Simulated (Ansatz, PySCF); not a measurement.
This Ansatz (a first-principles code) input computes a PBE0/def2-TZVPD energy:

Ansatz 0.2 input:
```yaml
crystal:
  periodic: [false, false, false]
  atoms:
    - {symbol: C, position_ang: [-0.00000000, -0.00000000, -0.59802389]}
    - {symbol: N, position_ang: [0.00000000, 0.00000000, 0.53145448]}
    - {symbol: H, position_ang: [-0.00000000, -0.00000000, -1.67932452]}
    - {symbol: H, position_ang: [0.00000000, 0.00000000, 1.54728651]}
basis:
  gaussian:
    orbitals: def2-TZVPD
hamiltonian:
  xc: {name: PBE0}
total_charge: 1
output: {forces: true}
```

Task: Write an input for the same energy in PySCF and say what it gives.

Result: 
```python
from pyscf import gto, scf, dft

mol = gto.M(
    atom='''
    C    -0.00000000   -0.00000000   -0.59802389
    N     0.00000000    0.00000000    0.53145448
    H    -0.00000000   -0.00000000   -1.67932452
    H     0.00000000    0.00000000    1.54728651
    ''',
    basis='def2-tzvpd',
    charge=1,
    spin=0,
    verbose=4,
)

mf = dft.RKS(mol, xc='pbe0').density_fit(auxbasis='def2-universal-jkfit')
mf.grids.level = 3
mf.conv_tol = 1e-9
mf.max_cycle = 100
mf.max_memory = 1500
mf.kernel()
if not mf.converged:
    mf = mf.newton()
    mf.kernel(mf.make_rdm1())
mf.analyze()
```
It gives -93.62765 Eh, and Ansatz -93.62764 Eh, a difference of 0.01 mEh.

It need not be the lowest isomer of its formula.
